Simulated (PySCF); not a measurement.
Methylidyne cation CH+, CH (charge +1 and singlet state).
InChI=1S/CH/h1H/q+1

Computed with PySCF at PBE0/pcSseg-1, non-relativistic, on one gas-phase PBE0-D3(BJ)/def2-SVP geometry that isn't relaxed in the solvent. The solvent is an IEF-PCM continuum (cavity from Bondi-type radii × 1.2). The model holds no explicit solvent molecules, cavitation or dispersion.

```
run  E − E(gas) (kcal/mol)  HOMO (eV)  HOMO–LUMO gap (eV)
gas                   0.00     -19.80                5.37
  P                 -81.93     -13.12                5.49
  Q                 -42.24     -16.31                5.42
```

Task: The runs were made in cyclohexane and methanol. Which run belongs to which solvent?

Result: P = methanol, Q = cyclohexane. The dielectric constants are 2.017 (cyclohexane), 32.61 (methanol), and the energy falls further as ε rises. In this model the ground state sees the solvent through ε alone.

Task: How constant is the ratio of the lowering to 1 − 1/ε?

Result: 
| solvent | 1 − 1/ε | E − E(gas) (kcal/mol) | ratio (kcal/mol) | polarisation term (kcal/mol) |
| --- | --- | --- | --- | --- |
| cyclohexane | 0.504 | -42.24 | -83.8 | -42.30 |
| methanol | 0.969 | -81.93 | -84.5 | -82.28 |

The ratio changes by +0.9 % in size from cyclohexane to methanol. The polarisation term is half the interaction of the solute with the induced surface charges.
